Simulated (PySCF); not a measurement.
C4H4NO (doublet state).
Structure used (GFN2-xTB), in Å, numbered top down from 1:
```xyz
10
C4H4NO angstrom
C      1.5836    0.2634   -0.0971
C      0.2226    0.0566   -0.0127
C     -0.5149   -1.1732   -0.1698
N     -1.7871   -0.9900   -0.0222
O     -1.9885    0.3291    0.2352
C     -0.8142    0.9626    0.2453
H      2.0013    1.2419    0.0438
H      2.2481   -0.5531   -0.3048
H     -0.1244   -2.1481   -0.3794
H     -0.8176    2.0155    0.4392
```

The hyperfine couplings belong to this conformer and change with its torsions.

The species is `[CH2]c1cnoc1` [radical].

Computed, not measured: PySCF, UKS B3LYP, pcH-1 on C H N O, non-relativistic, mean-field spin-orbit, GIAO. Geometry: GFN2-xTB; no solvent, vibrations or thermal averaging. A GFN2-xTB geometry isn't a minimum of the functional, and hyperfine couplings can be far from their values at a DFT geometry. The SCF solution wasn't tested for stability.

Question: The isotropic 13C couplings are +63.0, -45.5, +38.8, +11.1 MHz. Assign them to C1; C2; C3; C6.

Answer: 
```
site  a_iso (MHz)  ρ(0) (bohr⁻³)                 position  distance from C1 (Å)  spin population  largest |T| (MHz)
  C1        +63.0        +0.0560  largest spin population                  0.00            +0.81              121.9
  C2        -45.5        -0.0404           1 bond from C1                  1.38            -0.20               19.9
  C3        +11.1        +0.0099          2 bonds from C1                  2.54            +0.09               13.6
  C6        +38.8        +0.0346          2 bonds from C1                  2.52            +0.40               69.7
```

ρ(0) is the spin density at the nucleus and T the dipolar tensor. Largest spin populations (Mulliken): C1 (+0.81), C6 (+0.40), C2 (-0.20) and C3 (+0.09). The positive populations add up to 1.35 and the negative ones to -0.35, together 2S = 1. The angles at C1 add up to 360.0°, so it is planar; its axial dipolar tensor and the negative couplings of its protons fit spin in a p orbital normal to that plane.

H7 and H8 aren't averaged: C1 is flat or nearly so (angle sum 360°), and its turn about the short C1–C2 bond (1.38 Å) is taken as slow.

On one thread of an Arm Neoverse V2, shared host, this took 24 s of wall time (with the writing of density and orbital grids) and 0.66 GiB of memory at its peak.
